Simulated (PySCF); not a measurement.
## Computed and published core binding energies of `CSC`

The experiment to reproduce (core binding energies): S 1s of S2 2477.42 eV [1]. Sources and the comparison follow the method.

Species: C₂H₆S.
Structure used (PBE0-D3(BJ)/def2-SVP), in Å, numbered top down from 1:
```
atom  x, y, z in Å
C1     1.300    0.427    0.283
S2     0.060    0.503   -1.024
C3    -1.269   -0.424   -0.233
H4     1.598   -0.611    0.498
H5     2.181    0.977   -0.075
H6     0.942    0.905    1.208
H7    -0.963   -1.459   -0.010
H8    -2.109   -0.452   -0.941
H9    -1.607    0.065    0.694
```

The calculation used delta-SCF UKS SCAN, pcX-2 on the ionised atom, pcseg-1 elsewhere, spin-free X2C in PySCF. Each binding energy is the total energy of the core-ionised species, with the hole localised on one atom, minus that of the ground state; both are solved self-consistently, so orbital relaxation is included.

```tsv
atom	environment	level	this calculation (eV)	reference (eV)	difference (eV)	source
S2	sulfide sulfur	S 1s	2476.97	2477.42	-0.45	[1]
```

[1] measured, gas; Besley, J. Chem. Theory Comput. 2021, 17, 3644 (DFT calculations of core-electron binding energies at the K-edge of heavier elements)

**Question.** How well does this level of theory reproduce the measurements here?

**Answer.** The one measured value differs by -0.45 eV, too little evidence for a typical error. The calculation is vertical and has no vibrational structure, and measured positions depend on the energy calibration.

**Question.** What does the calculation give for the levels without a reference value here?

**Answer.** C1/C3 C 1s 291.28 eV.

Atoms equivalent by their bonding share one computed value, that of the first of them. Not every level is listed. Isolated species at its PBE0-D3(BJ)/def2-SVP geometry, gas phase.
